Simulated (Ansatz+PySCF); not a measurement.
Values are calculated unless marked as measured or tabulated.
# Several solutions for singlet PN

```yaml
atoms:
  - { symbol: P, position_ang: [0.0000, 0.0000, -0.4737] }
  - { symbol: N, position_ang: [0.0000, 0.0000, 1.0150] }
```

Basis set: def2-SVP (spherical functions). Charge 0, multiplicity 1.

UHF was run from several starts with Ansatz (development build ahead of 0.2.0) and PySCF 2.14.0.

```tsv
run	program	start	converged	energy (hartree)	<S²>
A	PySCF	guess atom, instabilities followed	yes	-394.99662	0.73
B	Ansatz	atomic start, no search	yes	-394.98457	0.00
C	PySCF	guess 1e, instabilities followed	yes	-394.99662	0.73
D	PySCF	guess huckel, instabilities followed	yes	-394.99662	0.73
E	PySCF	program defaults	yes	-394.98457	0.00
F	PySCF	guess minao, instabilities followed	yes	-394.99662	0.73
G	Ansatz	stability test followed	yes	-394.99662	0.73
H	Ansatz	search for the lowest state	yes	-394.99662	0.73
```

Problem. Which runs reached the lowest solution of this kind, and what is wrong with the others?

Solution. A, C, D, F, G, H reached the lowest solution found. Converged but too high: B by 0.33 eV, E by 0.33 eV. Convergence only shows a stationary point, and even a stable one can lie too high; stability tests and further starts are what find lower ones. Caution: the unrestricted determinant is spin contaminated.
